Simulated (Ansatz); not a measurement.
# BH8NSi: the cost of one run

All numbers below are computed with Ansatz 0.2.0 (RKS PBE-D4/6-31G*).

**1. The structure to begin with**

Bond lengths: B1–N3 1.550 Å, N3–H4 1.060 Å, N3–H5 1.060 Å, B1–H6 1.190 Å, B1–Si7 2.250 Å, Si7–H8 1.460 Å, Si7–H9 1.460 Å, Si7–H10 1.460 Å, Si7–H11 1.594 Å. Angles (14 of 16 angles, heavy atoms first): N3–B1–Si7 96.8°, B1–N3–H4 120.0°, B1–N3–H5 120.0°, N3–B1–H6 120.0°, H6–B1–Si7 101.3°, B1–Si7–H8 109.5°, B1–Si7–H9 109.5°, B1–Si7–H10 109.5°, B1–Si7–H11 55.9°, H4–N3–H5 120.0°, H8–Si7–H9 109.4°, H8–Si7–H10 109.4°, H8–Si7–H11 58.5°, H9–Si7–H10 109.4°.

Structure file:

```xyz
11

B     0.0000    0.0000    0.0000
H     0.0000    0.0000    1.5400
N     1.3423    0.0000   -0.7750
H     1.8089   -0.9179   -1.0268
H     1.7937    0.9179   -1.0532
H    -1.0305    0.0000   -0.5950
Si    0.1008    2.1328    0.7095
H     0.6771    2.1737    2.0503
H     0.9351    2.9107   -0.2019
H    -1.2441    2.7001    0.7410
H     0.0412    0.8710    1.6809
```

**2. Pulling towards end A**

Springs on the bonds that form and break draw the guess towards this end; the thresholds are loose.

Contents of input.yaml:

```yaml
crystal:
  periodic: [false, false, false]
  atoms:
    - { symbol: B, position_ang: [0.0, 0.0, 0.0] }
    - { symbol: H, position_ang: [0.0, 0.0, 1.54] }
    - { symbol: "N", position_ang: [1.3423, 0.0, -0.775] }
    - { symbol: H, position_ang: [1.8089, -0.9179, -1.0268] }
    - { symbol: H, position_ang: [1.7937, 0.9179, -1.0532] }
    - { symbol: H, position_ang: [-1.0305, 0.0, -0.595] }
    - { symbol: Si, position_ang: [0.1008, 2.1328, 0.7095] }
    - { symbol: H, position_ang: [0.6771, 2.1737, 2.0503] }
    - { symbol: H, position_ang: [0.9351, 2.9107, -0.2019] }
    - { symbol: H, position_ang: [-1.2441, 2.7001, 0.741] }
    - { symbol: H, position_ang: [0.0412, 0.871, 1.6809] }
basis:
  gaussian: { orbitals: "6-31G*" }
hamiltonian:
  xc: pbe
  dispersion: d4
relax:
  f_tol: 0.15
  max_steps: 25
  restrain:
    - { distance: [0, 6], at: 3.15, k: 30.0 }
    - { distance: [10, 1], at: 1.86, k: 30.0 }
    - { distance: [0, 1], at: 1.19, k: 30.0 }
    - { distance: [10, 6], at: 1.46, k: 30.0 }
output:
  orbitals: {}
```

Run with:

```sh
> ansatz run input.yaml --threads 1 --pin off --max-ram 2048MiB --backend cpu --events-out ev --progress --plain --runs-dir out
```

**Question.** How long does this run take on 1 thread of Arm Neoverse V1, shared host, and how much memory does it need?

About 28 s, with a peak of 0.13 GiB.
